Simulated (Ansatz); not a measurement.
C3H5N can be A, `C#CNC`, or B, `[C-]#[N+]CC`.

Computed with Ansatz on PBE0-D4/def2-TZVP structures; ΔE is electronic, products minus reactants. CBS: MP2 limit from def2 TZ/QZ plus the TZ coupled-cluster correction, frozen cores. DFT in def2-TZVPP. B3LYP here is the variant with VWN-RPA as its local correlation; programs differ in this.

(1) Which isomer does CCSD(T)/CBS put lower? Give the gap. (Best estimate.)

(2) Give E(B) − E(A) in kJ/mol with CCSD(T)/def2-TZVPP, B3LYP-D4, PBE0-D4, BLYP-D4, B2PLYP, B3LYP, r2SCAN-D4. (An estimate is asked.)

(3) Does the order hold for the free energy at 298.15 K (harmonic terms from PBE0-D4)? (Best estimate.)

Largest T1 diagnostic: 0.012.

## Answers

(1) Ansatz gave: B, by 109.1 kJ/mol.

(2) The calculation gave: CCSD(T)/def2-TZVPP -116.7, B3LYP-D4 -102.1, PBE0-D4 -98.8, BLYP-D4 -98.6, B2PLYP -105.6, B3LYP -101.3, r2SCAN-D4 -100.3. None reverses the order clearly.

(3) Ansatz gave: Yes: G(B) − G(A) = -106.0 kJ/mol.

In def2-TZVPP, CCSD(T) changes the Hartree–Fock value by +20.0 kJ/mol (the triples alone add +2.0 kJ/mol) and MP2 by +29.9 kJ/mol. At CCSD(T), def2-SVP lies −19.8 kJ/mol from the extrapolated value and def2-TZVPP −7.6 kJ/mol.
